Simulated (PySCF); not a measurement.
# C₄H₄S₂: magnetic properties

Aim: compute the magnetic properties of C₄H₄S₂ (`C1=CSC=CS1`).

Programs: PySCF 2.14.0, with routines of our own; each step states its level. All values are computed. Atoms count from 0.

## Step 1: The system as given

10 atoms, charge 0, multiplicity 1; geometry from: GFN2-xTB.

## Step 2: Geometry optimisation at PBE0-D3(BJ)/def2-SVP

The job: settings as JSON, then the geometry in Å.

```
{"job": {"xc": "PBE0", "basis": "def2-SVP", "d3": "d3bj", "grid": 1, "kind": "geom"}, "charge": 0, "multiplicity": 1}
C     -1.193429     0.892752    -0.234482
C     -1.433391    -0.407698    -0.242623
S     -0.242753    -1.691435    -0.452771
C      1.205395    -0.893539     0.162274
C      1.446091     0.406857     0.163976
S      0.375708     1.671109    -0.441532
H     -1.980599     1.609992    -0.066341
H     -2.425153    -0.799179    -0.082391
H      1.905041    -1.596324     0.585626
H      2.351973     0.812120     0.585735
```

On the command line:

```
OMP_NUM_THREADS=1 python excited_run.py task.json out
```

This one command runs all jobs of the session in turn.

Log:

```text
step   0  E = -950.35098754  max force = 0.013215
step   1  E = -950.35303113  max force = 0.002354
step   2  E = -950.35316475  max force = 0.000446
step   3  E = -950.35319225  max force = 0.000359
step   4  E = -950.35319693  max force = 0.000469
step   5  E = -950.35320076  max force = 0.000252
optimisation converged
```

Run time: 21 s. Hardware: 1 thread of Arm Neoverse V1, shared host; peak memory 0.57 GiB.

Step by step:

```tsv
step	energy from step 0 (eV)	largest force component (eV/Å)
0	0.0000	0.6795
1	-0.0556	0.1210
2	-0.0592	0.0229
3	-0.0600	0.0185
4	-0.0601	0.0241
5	-0.0602	0.0130
```

Distances of close pairs at the start and the end, largest changes first:

```tsv
bond	before (Å)	after (Å)	change (Å)
C0–H6	1.078	1.094	+0.016
C1–H7	1.078	1.094	+0.016
C3–H8	1.078	1.094	+0.016
C4–H9	1.078	1.094	+0.016
C0–C1	1.322	1.336	+0.013
C3–C4	1.322	1.336	+0.013
S2–C3	1.764	1.763	-0.001
C4–S5	1.764	1.763	-0.000
```

The final coordinates are the input of the step that follows.

```tsv
at the end point	value
point group (found at 0.08 Å tolerance)	C2v
rotational constants (GHz, main isotopes)	4.283, 2.381, 1.636
dipole moment (D)	1.33
```

## Step 3: Magnetic properties: GIAO B3LYP/aug-pcSseg-1

The job: settings as JSON, then the geometry in Å.

```
{"job": {"kind": "mag", "xc": "B3LYP", "basis": "aug-pcSseg-1", "isotopologues": 2}, "charge": 0, "multiplicity": 1}
C     -1.165470     0.887620    -0.249530
C     -1.402326    -0.426975    -0.256514
S     -0.175782    -1.641817    -0.615998
C      1.230947    -0.900666     0.145698
C      1.468204     0.413885     0.154048
S      0.407254     1.605982    -0.595952
H     -1.947149     1.600478     0.029699
H     -2.383583    -0.826236     0.017280
H      1.892083    -1.596348     0.671229
H      2.329083     0.829794     0.686192
```

With the program's defaults for keys left out, this is: GIAO B3LYP/aug-pcSseg-1 magnetisability, rotational g tensor and spin-rotation constants, non-relativistic, gas phase.

Log:

```text
coarse grid: 10072 points
cycle   1  E = -951.0927724710  dE =  8.943e-01  |g| = 2.652e-01  |ddm| = 5.351e+00
cycle   2  E = -951.0937783907  dE = -1.006e-03  |g| = 2.628e-01  |ddm| = 1.040e+00
cycle   3  E = -951.1107609478  dE = -1.698e-02  |g| = 7.119e-02  |ddm| = 6.652e-01
cycle   4  E = -951.1121291963  dE = -1.368e-03  |g| = 1.439e-02  |ddm| = 2.045e-01
cycle   5  E = -951.1121732015  dE = -4.401e-05  |g| = 4.505e-03  |ddm| = 6.595e-02
cycle   6  E = -951.1121780525  dE = -4.851e-06  |g| = 1.019e-03  |ddm| = 2.166e-02
final grid: 89816 points
cycle   7  E = -951.1590960125  dE = -1.809e-05  |g| = 3.754e-03  |ddm| = 1.958e-01
cycle   8  E = -951.1590933936  dE =  2.619e-06  |g| = 4.857e-03  |ddm| = 2.294e-02
cycle   9  E = -951.1590996427  dE = -6.249e-06  |g| = 6.709e-04  |ddm| = 1.235e-02
cycle  10  E = -951.1590997543  dE = -1.115e-07  |g| = 1.657e-04  |ddm| = 2.142e-03
cycle  11  E = -951.1590997598  dE = -5.570e-09  |g| = 7.756e-05  |ddm| = 5.591e-04
cycle  12  E = -951.1590997612  dE = -1.396e-09  |g| = 3.217e-05  |ddm| = 1.752e-04
cycle  13  E = -951.1590997615  dE = -2.867e-10  |g| = 5.005e-06  |ddm| = 8.039e-05
converged SCF energy = -951.1590997615

Magnetisability tensor (1e-30 J/T^2)
    -1106.68       28.70       14.60
       28.70     -953.35       -1.20
       14.60       -1.20    -1205.49
isotropic -1088.51   principal values   -1207.72  -1109.66   -948.14
isotropic susceptibility -65.551 1e-6 cm^3/mol

Inertial axes            a          b          c
rot. const./GHz      4.2829     2.3807     1.6359
chi total           -57.098    -66.825    -72.730
chi diamagnetic    -379.814   -560.306   -792.170
chi paramagnetic    322.715    493.480    719.440
quadrupole/D A       -3.632      9.977     -6.345
g nuclear            0.5938     0.5230     0.5450
g electronic        -0.6493    -0.5519    -0.5529
g total             -0.0556    -0.0290    -0.0080

Spin-rotation constants (kHz, H = +C I.J)
atom  isotope        aa         bb         cc
  6     1H       -0.232      0.065     -0.146
  7     1H       -0.231      0.065     -0.146
  8     1H       -0.232      0.065     -0.146
  9     1H       -0.231      0.065     -0.146
  0    13C*       1.370      1.097      0.324
  2    33S*       1.762      0.579      0.454
* in the singly substituted isotopologue

Isotopologues: g along a, b, c
2H    at 6,7,8,9           -0.0471    -0.0280    -0.0074
13C   at 0                 -0.0547    -0.0289    -0.0079
```

Run time: 25 s. Hardware: 1 thread of Arm Neoverse V1, shared host; peak memory 0.89 GiB.

From this job:

```tsv
quantity	value
magnetisability	-1089·10⁻³⁰ J/T²
molar susceptibility	-65.6·10⁻⁶ cm³/mol
rotational g (a, b, c)	-0.0556, -0.0290, -0.0080
```

## Step 4: Magnetic properties: GIAO CAM-B3LYP/6-31G, grid 4

The job, as its differences from that of step 3:

```diff
@@ -1,2 +1,2 @@
-{"job": {"kind": "mag", "xc": "B3LYP", "basis": "aug-pcSseg-1", "isotopologues": 2}, "charge": 0, "multiplicity": 1}
+{"job": {"kind": "mag", "xc": "CAM-B3LYP", "basis": "6-31G", "grid": 4}, "charge": 0, "multiplicity": 1}
 C     -1.165470     0.887620    -0.249530
```

Method: GIAO CAM-B3LYP/6-31G magnetisability, rotational g tensor and spin-rotation constants, non-relativistic, gas phase.

Log:

```text
coarse grid: 10072 points
cycle   1  E = -950.9995565605  dE =  1.174e+00  |g| = 1.859e-01  |ddm| = 3.523e+00
cycle   2  E = -951.0146119637  dE = -1.506e-02  |g| = 8.643e-02  |ddm| = 8.896e-01
cycle   3  E = -951.0164468261  dE = -1.835e-03  |g| = 4.596e-02  |ddm| = 2.399e-01
cycle   4  E = -951.0170948209  dE = -6.480e-04  |g| = 4.655e-03  |ddm| = 6.727e-02
cycle   5  E = -951.0171062080  dE = -1.139e-05  |g| = 1.474e-03  |ddm| = 1.562e-02
cycle   6  E = -951.0171072834  dE = -1.075e-06  |g| = 2.559e-04  |ddm| = 4.110e-03
final grid: 234648 points
cycle   7  E = -950.9405275915  dE = -5.270e-06  |g| = 2.288e-03  |ddm| = 8.013e-03
cycle   8  E = -950.9405279809  dE = -3.894e-07  |g| = 2.039e-03  |ddm| = 5.289e-03
cycle   9  E = -950.9405291396  dE = -1.159e-06  |g| = 1.734e-04  |ddm| = 2.908e-03
cycle  10  E = -950.9405291495  dE = -9.871e-09  |g| = 3.568e-05  |ddm| = 3.360e-04
cycle  11  E = -950.9405291500  dE = -5.266e-10  |g| = 1.955e-05  |ddm| = 1.158e-04
converged SCF energy = -950.9405291500

Magnetisability tensor (1e-30 J/T^2)
    -1139.74       22.68       21.49
       22.68    -1018.38       -2.35
       21.49       -2.35    -1282.75
isotropic -1146.96   principal values   -1286.03  -1140.57  -1014.27
isotropic susceptibility -69.071 1e-6 cm^3/mol

Inertial axes            a          b          c
rot. const./GHz      4.2829     2.3807     1.6359
chi total           -61.081    -68.687    -77.446
chi diamagnetic    -377.889   -560.290   -791.984
chi paramagnetic    316.808    491.603    714.538
quadrupole/D A       -5.696     11.154     -5.457
g nuclear            0.5938     0.5230     0.5450
g electronic        -0.6374    -0.5498    -0.5492
g total             -0.0437    -0.0269    -0.0042

Spin-rotation constants (kHz, H = +C I.J)
atom  isotope        aa         bb         cc
  6     1H       -0.262      0.040     -0.152
  7     1H       -0.262      0.039     -0.152
  8     1H       -0.263      0.039     -0.152
  9     1H       -0.261      0.039     -0.152
  0    13C*       1.180      0.980      0.259
  2    33S*       1.454      0.471      0.346
* in the singly substituted isotopologue
```

Wall time 16 s (1 thread of Arm Neoverse V1, shared host); peak memory 0.52 GiB.

In short:

```tsv
quantity	value
magnetisability	-1147·10⁻³⁰ J/T²
molar susceptibility	-69.1·10⁻⁶ cm³/mol
rotational g (a, b, c)	-0.0437, -0.0269, -0.0042
```

## Step 5: Magnetic properties: GIAO PBE0/def2-SVPD in water, grid 3

The job, as its differences from that of step 4:

```diff
@@ -1,2 +1,2 @@
-{"job": {"kind": "mag", "xc": "CAM-B3LYP", "basis": "6-31G", "grid": 4}, "charge": 0, "multiplicity": 1}
+{"job": {"kind": "mag", "xc": "PBE0", "basis": "def2-SVPD", "grid": 3, "solvent": "water"}, "charge": 0, "multiplicity": 1}
 C     -1.165470     0.887620    -0.249530
```

With the program's defaults for keys left out, this is: GIAO PBE0/def2-SVPD magnetisability, non-relativistic, IEF-PCM water.

Log:

```text
coarse grid: 10072 points
cycle   1  E = -950.2603549532  dE =  8.780e-01  |g| = 1.971e-01  |ddm| = 5.309e+00
cycle   2  E = -950.2667821788  dE = -6.427e-03  |g| = 1.397e-01  |ddm| = 8.200e-01
cycle   3  E = -950.2713260977  dE = -4.544e-03  |g| = 5.010e-02  |ddm| = 2.972e-01
cycle   4  E = -950.2720234389  dE = -6.973e-04  |g| = 7.509e-03  |ddm| = 1.486e-01
cycle   5  E = -950.2720403742  dE = -1.694e-05  |g| = 1.017e-03  |ddm| = 2.415e-02
cycle   6  E = -950.2720406505  dE = -2.763e-07  |g| = 3.994e-04  |ddm| = 3.045e-03
final grid: 133464 points
cycle   7  E = -950.3679430079  dE = -1.283e-05  |g| = 8.556e-03  |ddm| = 9.109e-02
cycle   8  E = -950.3679284064  dE =  1.460e-05  |g| = 1.121e-02  |ddm| = 3.124e-02
cycle   9  E = -950.3679627360  dE = -3.433e-05  |g| = 4.165e-04  |ddm| = 1.969e-02
cycle  10  E = -950.3679627822  dE = -4.617e-08  |g| = 1.010e-04  |ddm| = 2.097e-03
cycle  11  E = -950.3679627849  dE = -2.751e-09  |g| = 3.076e-05  |ddm| = 3.385e-04
cycle  12  E = -950.3679627851  dE = -1.644e-10  |g| = 1.937e-05  |ddm| = 7.462e-05
converged SCF energy = -950.3679627851

Magnetisability tensor (1e-30 J/T^2)
    -1119.21       31.11       19.34
       31.11     -952.73       -1.78
       19.34       -1.78    -1249.31
isotropic -1107.08   principal values   -1252.26  -1121.89   -947.10
isotropic susceptibility -66.670 1e-6 cm^3/mol

Inertial axes            a          b          c
rot. const./GHz      4.2829     2.3807     1.6359
chi total           -57.036    -67.562    -75.413
chi diamagnetic    -377.304   -560.277   -789.873
chi paramagnetic    320.268    492.714    714.461
quadrupole/D A       -5.156     12.665     -7.508
```

It took 21 s on 1 thread of Arm Neoverse V1, shared host; peak memory 0.77 GiB.

From this job:

```tsv
quantity	value
magnetisability	-1107·10⁻³⁰ J/T²
molar susceptibility	-66.7·10⁻⁶ cm³/mol
```

## Step 6: Magnetic properties side by side

```tsv
level	ξ (10⁻³⁰ J/T²)	g(a)	g(b)	gap (eV)	functions	time
GIAO B3LYP/aug-pcSseg-1	-1089	-0.0556	-0.0290	4.62	206	25 s
GIAO CAM-B3LYP/6-31G, grid 4	-1147	-0.0437	-0.0269	7.83	70	16 s
```

## Step 7: Summary of results

| quantity | value |
| --- | --- |
| point group | C2v |
| rotational constants (main isotopes) | 4.28, 2.38, 1.64 GHz |
| magnetisability (step 3, GIAO B3LYP/aug-pcSseg-1) | -1089·10⁻³⁰ J/T² |
| molar susceptibility (step 3, GIAO B3LYP/aug-pcSseg-1) | -65.6·10⁻⁶ cm³/mol |
| rotational g (a, b, c) (step 3, GIAO B3LYP/aug-pcSseg-1) | -0.0556, -0.0290, -0.0080 |
| magnetisability over the levels | -1147 to -1089·10⁻³⁰ J/T² |

The optimisation took 5 steps and gained 0.060 eV; among the close pairs (by a distance rule), C0–H6 changed most, from 1.078 to 1.094 Å. The magnetisability spreads by 5.2 % over 2 levels, from GIAO CAM-B3LYP/6-31G, grid 4 (16 s) to GIAO B3LYP/aug-pcSseg-1 (25 s); the runs took 16 s to 25 s. Two levels can agree by chance, so this spread shows no convergence. Vibrational averaging and real surroundings are missing from these values.
